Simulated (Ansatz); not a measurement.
# PAsAsAs tetrahedron (As3P): structure and electronic state

Aim: characterise PAsAsAs tetrahedron (As3P) as a singlet: its structure, frontier levels and distribution of charge.

Computed with Ansatz 0.2.0, Gaussian basis. Level: RKS PBE0-D4/def2-TZVP.

The runs, in order: relaxation at r2SCAN-D4/def2-SVP; a search for the lowest solution at PBE0-D4/def2-SVP; a single point at PBE0-D4/def2-TZVP.

### Step 1. The starting structure

4 atoms, charge 0, spin multiplicity 1.

Atoms are counted from 1 here; the program's logs count them from 0.

Bond lengths: P1–As2 2.283 Å, P1–As3 2.283 Å, P1–As4 2.283 Å, As2–As3 2.378 Å, As2–As4 2.378 Å, As3–As4 2.378 Å. Angles: As2–P1–As3 62.8°, As2–P1–As4 62.8°, As3–P1–As4 62.8°, P1–As2–As3 58.6°, P1–As2–As4 58.6°, As3–As2–As4 60.0°, P1–As3–As2 58.6°, P1–As3–As4 58.6°, As2–As3–As4 60.0°, P1–As4–As2 58.6°, P1–As4–As3 58.6°, As2–As4–As3 60.0°.

The start is a GFN2-xTB geometry.

### Step 2. Optimising with r2SCAN-D4/def2-SVP

The input, in.yaml:

```yaml
crystal:
  periodic: [false, false, false]
  atoms:
    - {symbol: P, position_ang: [-1.088490, -0.045980, 0.827400]}
    - {symbol: As, position_ang: [1.176200, -0.329550, 0.775030]}
    - {symbol: As, position_ang: [0.106200, 1.337900, -0.539990]}
    - {symbol: As, position_ang: [-0.193920, -0.962360, -1.062430]}
basis:
  gaussian: {orbitals: def2-SVP}
hamiltonian: {xc: r2scan, dispersion: d4}
scf: {lower_state_search: "off"}
output: {orbitals: {seedname: orbitals}}
relax: {f_tol: 0.02, max_steps: 100}
```

Launch:

```sh
> ansatz run in.yaml --threads 4 --pin off --events-out ev --progress --plain --max-ram 3916MiB
```

The runs that follow: Searching for the lowest solution, PBE0-D4/def2-SVP; Single point, PBE0-D4/def2-TZVP.

**Question.** What will the summary of the whole plan be? Wanted: point group; commonest bond; HOMO, LUMO at PBE0-D4/def2-TZVP; dipole at r2SCAN-D4/def2-SVP.

The runs gave:

```
                       quantity                           value
                    point group                             C3v
                 commonest bond  As–P, 3 of mean length 2.338 Å
HOMO, LUMO at PBE0-D4/def2-TZVP                 -7.10, -1.09 eV
   dipole at r2SCAN-D4/def2-SVP                          0.51 D
```

What this shows: The molecule keeps its bonding pattern by the stored test; the atoms moved 0.03 Å (rms). No usable vibrations, so a minimum isn't proven.
